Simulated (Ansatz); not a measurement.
PBE exchange is replaced step by step with exact exchange (0 % is PBE, 25 % PBE0; no dispersion term), basis def2-TZVP, Ansatz. System: BC₂ (the lowest doublet isomer of a short search). Total charge 0; doublet. Geometry: PBE0-D4/def2-TZVP, each spin state at its own.

Geometry of the doublet:

```csv
atom,x (Å),y (Å),z (Å)
B1,0.553,-0.944,-0.773
C2,-0.016,0.021,0.018
C3,-0.537,0.923,0.755
```

The structure comes from a short search, and lower isomers may exist.

HOMO and LUMO are taken over both spins.

```csv
exact exchange (%),HOMO (eV),LUMO (eV),gap (eV),⟨S²⟩,quartet − doublet (kJ/mol)
0,-7.02,-5.43,1.59,0.772,230.6
5,-7.29,-5.20,2.09,0.776,226.8
10,-7.57,-4.98,2.59,0.779,223.1
15,-7.86,-4.76,3.10,0.783,219.6
25,-8.46,-4.33,4.13,0.792,212.8
50,-10.02,-3.28,6.74,0.822,196.0
```

Question: Fit a straight line to the column «quartet − doublet (kJ/mol)» against the share of exact exchange and predict its value at 35 %.

Answer: With x = exact exchange (%) and y = quartet − doublet (kJ/mol): mean x = 17.5, mean y = 218.2; Σ(x − x̄)(y − ȳ) = -1127, Σ(x − x̄)² = 1638; slope b = -0.688, intercept a = ȳ − b·x̄ = 230.2. The residuals of the fitted rows reach 0.4. At x = 35 the line gives 230.2 + (-0.688 × 35) = 206.1; the run gave 206.1, the same within rounding.
